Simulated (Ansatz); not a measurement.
# AlH3OSi: composite energy at a relaxed geometry, by script

Aim: a composite energy at a relaxed geometry, for AlH3OSi, run from a script. SMILES: [O]1[AlH][SiH2]1.

All numbers are computed with the Python package of Ansatz 0.2.0. The levels of theory stand in the script.

## 1. The system

Bond lengths: O1–Al2 1.774 Å, O1–Si3 1.726 Å, Al2–Si3 2.333 Å, Al2–H4 1.643 Å, Si3–H5 1.473 Å, Si3–H6 1.478 Å. Angles: O1–Al2–Si3 47.3°, O1–Al2–H4 155.7°, Si3–Al2–H4 134.0°, Al2–O1–Si3 83.6°, O1–Si3–Al2 49.1°, O1–Si3–H5 112.2°, O1–Si3–H6 111.8°, Al2–Si3–H5 118.0°, Al2–Si3–H6 119.6°, H5–Si3–H6 121.6°.

alh3osi.xyz, read by the script:

```xyz
6

O    -1.08760   -0.65050   -0.34030
Al    0.51980   -1.33190   -0.02620
Si   -0.26890    0.85930   -0.16440
H     1.68370   -2.07270    0.86660
H    -0.12410    1.56550   -1.44850
H    -0.68070    1.56630    1.06670
```

## 2. Script

alh3osi.py

```python
# -*- coding: utf-8 -*-
'''A composite energy for AlH3OSi: DFT geometry, MP2 basis limit, coupled-cluster correction.'''

import ansatz
import numpy as np

alh3osi = ansatz.Crystal.molecule_from_extxyz('alh3osi.xyz')

model = alh3osi.calculation()
model = model.basis(gaussian='def2-SVP')
model = model.functional('r2scan')
symbols = [site.symbol for site in alh3osi.cartesian_sites]
start = np.array([site.position_ang for site in alh3osi.cartesian_sites], dtype=float)
r = model.relax(force_tolerance=0.01).run(threads=1).report
end = np.array(r['positions_ang'])
print('final positions (A) and the move of each atom')
for symbol, xyz, old in zip(symbols, end, start):
    print(f'{symbol:2s} {xyz[0]:10.5f} {xyz[1]:10.5f} {xyz[2]:10.5f}   {np.linalg.norm(xyz - old):7.4f}')

minimum = ansatz.Crystal.molecule()
for symbol, place in zip(symbols, end):
    minimum = minimum.atom(symbol, place.tolist())
at_minimum = minimum.calculation()
# MP2 extrapolated to the basis limit, plus the small-basis difference CCSD(T) - MP2
level = lambda method, basis: at_minimum.basis(gaussian=basis).correlation(method).run(threads=1).report
small, large, cluster = level('mp2', 'cc-pVDZ'), level('mp2', 'cc-pVTZ'), level('ccsd_t', 'cc-pVDZ')
corr = lambda each: (each['free_energy_ev'] - each['reference_energy_ev']) / 27.211386246
mp2_limit = (27 * corr(large) - 8 * corr(small)) / 19
pieces = {'HF / cc-pVTZ': large['reference_energy_ev'] / 27.211386246, 'MP2 correlation, DZ-TZ limit': mp2_limit, 'CCSD(T) - MP2 / cc-pVDZ': corr(cluster) - corr(small)}
for name, value in pieces.items():
    print(f'{name:32s} {value:14.6f} Ha')
print(f'{"sum":32s} {sum(pieces.values()):14.6f} Ha')
print('T1 diagnostic', round(cluster['correlation']['coupled_cluster']['t1_diagnostic'], 4))
```

## 3. The calls as engine input

The engine receives this input (first run):

```yaml
crystal:
  periodic: [false, false, false]
  atoms:
    - { symbol: O, position_ang: [-1.0876, -0.6505, -0.3403] }
    - { symbol: Al, position_ang: [0.5198, -1.3319, -0.0262] }
    - { symbol: Si, position_ang: [-0.2689, 0.8593, -0.1644] }
    - { symbol: H, position_ang: [1.6837, -2.0727, 0.8666] }
    - { symbol: H, position_ang: [-0.1241, 1.5655, -1.4485] }
    - { symbol: H, position_ang: [-0.6807, 1.5663, 1.0667] }
basis:
  gaussian:
    orbitals: def2-SVP
hamiltonian:
  xc: r2scan
relax:
  f_tol: 0.01
```

## 4. Launch

Command:

```bash
> python alh3osi.py
```

The program printed:

```text
final positions (A) and the move of each atom
O    -0.83641   -0.71872   -0.18430    0.3035
Al    0.80821   -1.10277    0.29415    0.4882
Si   -0.23015    0.89275   -0.14049    0.0565
H     1.47847   -2.50503    0.58238    0.5566
H    -0.27133    1.59656   -1.46006    0.1509
H    -0.90658    1.77320    0.86221    0.3683
HF / cc-pVTZ                        -607.526794 Ha
MP2 correlation, DZ-TZ limit          -0.471712 Ha
CCSD(T) - MP2 / cc-pVDZ               -0.040741 Ha
sum                                 -608.039247 Ha
T1 diagnostic 0.0192
```

Wall time 41 s (1 thread of Arm Neoverse V1, shared host); peak memory 0.29 GiB.

A comment line of the script is reworded here; the code is as run.

## 5. Path of the relaxation of run 0

The steps of the relaxation:

| step | E - E(step 1) (eV) | largest force component (eV/Å) |
| --- | --- | --- |
| 1 | 0.0000 | 1.9040 |
| 2 | -0.5883 | 0.6707 |
| 3 | -0.8370 | 0.6059 |
| 4 | -0.8738 | 0.6812 |
| 5 | -0.8905 | 0.8504 |
| 6 | -0.9116 | 0.2780 |
| 7 | -0.9156 | 0.2085 |
| 8 | -0.9167 | 0.1308 |
| 9 | -0.9173 | 0.0138 |
| 10 | -0.9173 | 0.0022 |

Step 1 is the start.

Before: Bond lengths: O1–Al2 1.774 Å, O1–Si3 1.726 Å, Al2–Si3 2.333 Å, Al2–H4 1.643 Å, Si3–H5 1.473 Å, Si3–H6 1.478 Å. Angles: O1–Al2–Si3 47.3°, O1–Al2–H4 155.7°, Si3–Al2–H4 134.0°, Al2–O1–Si3 83.6°, O1–Si3–Al2 49.1°, O1–Si3–H5 112.2°, O1–Si3–H6 111.8°, Al2–Si3–H5 118.0°, Al2–Si3–H6 119.6°, H5–Si3–H6 121.6°.

After: Bond lengths: O1–Al2 1.755 Å, O1–Si3 1.722 Å, Al2–Si3 2.291 Å, Al2–H4 1.581 Å, Si3–H5 1.496 Å, Si3–H6 1.496 Å. Angles: O1–Al2–Si3 48.2°, O1–Al2–H4 129.9°, Si3–Al2–H4 178.0°, Al2–O1–Si3 82.4°, O1–Si3–Al2 49.4°, O1–Si3–H5 114.1°, O1–Si3–H6 114.1°, Al2–Si3–H5 126.1°, Al2–Si3–H6 126.2°, H5–Si3–H6 107.6°.

Run 0 is this relaxation; the runs after it count from 1.

## 6. The runs side by side

From the records of these 3 runs:

```tsv
run	basis	method	energy (eV)	iterations in all	CPU time (s)
1	cc-pVDZ	mp2	-16539.2959	12	0.62
2	cc-pVTZ	mp2	-16543.4626	14	2.2
3	cc-pVDZ	ccsd_t	-16540.4045	18	1.4
```

## 7. Results

| quantity | value |
| --- | --- |
| T1 diagnostic | 0.0192 |
| composite energy | -608.039247 Ha |
| runs compared | 3 |

In words: All 3 runs converged, in 12 to 18 cycles. A T1 diagnostic under about 0.02 supports a single-reference treatment, as here. Run 0: After 9 moves the largest shift is 0.557 Å, of atom 4 (H). Notes:
- The sum leaves out core correlation, relativity, the Hartree-Fock basis error and zero-point energy; a DZ-TZ extrapolation is rough.
- Inner cores stay frozen, so this is valence correlation.
- For Al to Cl the sets with a tight d function, cc-pV(X+d)Z, are usual.
- An extrapolation from small basis sets is rough.
